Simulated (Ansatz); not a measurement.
## Rock-salt PbTe: band gap by level of theory

No measured value is used here.

```tsv
level (code)	value (eV)	cell (Å³/atom)
rVV10 (Ansatz)	___	35.89
r²SCAN-D4 (Ansatz)	1.06	34.45
r²SCANh (Ansatz)	1.41	34.71
G0W0@LDA (Ansatz)	1.04	33.73
```

**Question.** Fill in the missing entries.

**Answer.** 
- rVV10 (Ansatz, a quantum-chemistry and plane-wave program), value (eV): 0.77

Computed values are for a static lattice. Levels without +SOC have no spin–orbit coupling; where heavier elements are present it shifts gaps, mostly down, and can invert bands.  G0W0@LDA: filled d or f shells below the valence bands can shift G0W0 gaps through exchange with them, which wasn't tested here. Values are at the level's own equilibrium cell; G0W0@LDA at the measured cell. Cutoffs and k meshes differ between the levels. Ansatz's density-functional and Hartree–Fock values are scalar-relativistic unless marked +SOC, with PAW data made under PBE.
